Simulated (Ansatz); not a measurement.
Mulliken charges of `C/C(Cl)=C\F` from B3LYP/def2-TZVPP in Ansatz (PBE0-D4/def2-TZVP geometry).

| atom | x (Å) | y (Å) | z (Å) | charge (e) |
| --- | --- | --- | --- | --- |
| C1 | -0.908 | -0.384 | 0.594 | -0.218 |
| C2 | 0.449 | 0.061 | 0.193 | 0.028 |
| Cl3 | 1.663 | 0.035 | 1.425 | -0.114 |
| C4 | 0.814 | 0.472 | -1.012 | 0.086 |
| F5 | -0.065 | 0.520 | -2.019 | -0.204 |
| H6 | -0.880 | -1.413 | 0.960 | 0.102 |
| H7 | -1.590 | -0.327 | -0.254 | 0.101 |
| H8 | -1.292 | 0.243 | 1.402 | 0.102 |
| H9 | 1.809 | 0.793 | -1.289 | 0.116 |

Problem. By hand: the dipole of these point charges (1 e Å = 4.8032 D).

Solution. Σ q r = (-0.068, -0.044, 0.104) e Å, of length 0.132 e Å = 0.63 D.

Problem. How does the dipole of the full density compare? (An estimate is asked.)

Solution. Computed: (-0.094, -0.033, 0.035) e Å, 0.51 D; the point charges give 1.24 times that, at 34° from its direction.

Point charges leave out the atoms' own dipoles, such as those of lone pairs, and Mulliken's split depends on the basis, so the two needn't agree.

B3LYP here is the variant with VWN-RPA as its local correlation; programs differ in this.
